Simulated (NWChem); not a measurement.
propane (C3H8); SMILES CCC

Computed with NWChem. Level Hartree-Fock/def2-SVP: optimisations from one semi-empirical or force-field start; each run changes one setting, and all end within 0.3 mHa of each other.

Which setting needs the most optimisation steps, or fails (symmetry off; no line search; Cartesian coordinates; redundant internal coordinates, default thresholds)?

Cartesian coordinates, with 7 against 4 for the defaults.
| setting | optimisation steps |
|---|---|
| redundant internal coordinates, default thresholds | 4 |
| symmetry off | 4 |
| no line search | 4 |
| Cartesian coordinates | 7 |
